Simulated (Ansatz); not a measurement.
in.yaml

```yaml
crystal:
  periodic: [false, false, false]
  atoms:
    - {symbol: Al, position_ang: [0.000000, -0.111408, 1.648884]}
    - {symbol: O, position_ang: [0.000000, 0.054822, -0.034166]}
    - {symbol: Al, position_ang: [0.000000, 0.031868, -1.721810]}
    - {symbol: H, position_ang: [0.000000, 1.258991, 2.494483]}
basis:
  gaussian: {orbitals: cc-pVDZ}
magnetization: {spin_polarized: false, initial_magnetization: 1}
correlation: {method: mp2, electrons: outside_noble_gas}
```

```sh
$ ansatz run in.yaml --threads 1 --pin off --events-out ev --progress --plain --max-ram 2393MiB
```

The program prints:

```
533 factors; integrals over basis functions are off by at most 1.0e-3 eV
mean field evaluation 1: about -15215.8845 eV, gradient 4.5e1 eV
mean field evaluation 2: about -15215.8894 eV, gradient 4.5e1 eV
mean field evaluation 4: about -15220.5286 eV, gradient 2.8e0 eV
mean field evaluation 8: about -15220.6183 eV, gradient 1.2e-1 eV
mean field -15220.61850846 eV, -559.3474132800 hartree, gradient 2.5e-6 eV, S^2 0.750000; 0 other end points of the search recorded, 0 dependent functions left out
mean field evaluation 16: about -15215.8960 eV, gradient 3.2e1 eV
mean field evaluation 32: about -15219.6733 eV, gradient 4.3e0 eV
11 core orbitals not correlated: weight in the atoms' cores, before any rotation towards them, 1.000 or more for the frozen orbitals, at most 0.000 for the correlated occupied ones
reference -15220.61850846 eV, -559.3474132800 hartree; 7, 6 occupied and 37, 38 virtual orbitals, 533 factors
second order -7.46618183 eV of doubles, -0.01700385 eV of singles
Total energy: -15228.10169414 eV, -559.6224152815 hartree
```

Ran on 1 thread of Arm Neoverse V2, shared host: 0.9 s wall, 0.23 GiB peak host memory.
